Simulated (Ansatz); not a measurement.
## Co₃Sn₂S₂: computed properties

All numbers below come from DFT PBEsol, scalar-relativistic, plane waves, PAW in Ansatz 0.2.0.

Plane waves to 420 eV, a k mesh through Γ of 12×12×12 on the computed 7-atom cell and Gaussian smearing (0.10 eV); collinear spin from starting moments 0.35 0.35 0.35 0 0 0 0 μB.

The structure is relaxed at this level of theory with its symmetry kept. Whether it is the stable form of this composition wasn't checked.

Space group R-3m:H (No. 166). a = 5.293 Å, b = 5.293 Å, c = 12.974 Å, α = 90.00°, β = 90.00°, γ = 120.00°
```json
{"atom": "Co", "site": "9d", "symmetry": ".2/m", "x": "0.1667", "y": "0.3333", "z": "0.8333"}
{"atom": "Sn", "site": "3b", "symmetry": "-3m", "x": "0.6667", "y": "0.3333", "z": "0.8333"}
{"atom": "Sn", "site": "3a", "symmetry": "-3m", "x": "0.0000", "y": "0.0000", "z": "0.0000"}
{"atom": "S", "site": "6c", "symmetry": "3m", "x": "0.3333", "y": "0.6667", "z": "0.9484"}
```

Problem. Formation energy from the elements' standard states (uncorrected)?

Solution. -0.440 eV/atom.

Problem. Density of states at the Fermi level?

Solution. 1.71 states/eV per cell.

Problem. Löwdin character within 0.5 eV of the Fermi level?

Solution. Co 3d 70 %, S 3p 14 %.

Problem. Bader charges (e)?

Solution. Co (3 in the cell) 0.01, Sn (1 in the cell) 0.67, Sn (1 in the cell) 0.68, S (2 in the cell) -0.69.

Problem. Total moment?

Solution. 0.94 μB per cell.

Problem. Site moments (μB; atoms counted from 1 over the whole cell)?

Solution. Co (atom 1) 0.32, Co (atom 2) 0.32, Co (atom 3) 0.32.

Moments started parallel, and an antiferromagnetic order may lie lower.

Only this magnetic start was tried.

Cost: 1 run of about 11 core-minutes, on Arm Neoverse V2 (shared hosts).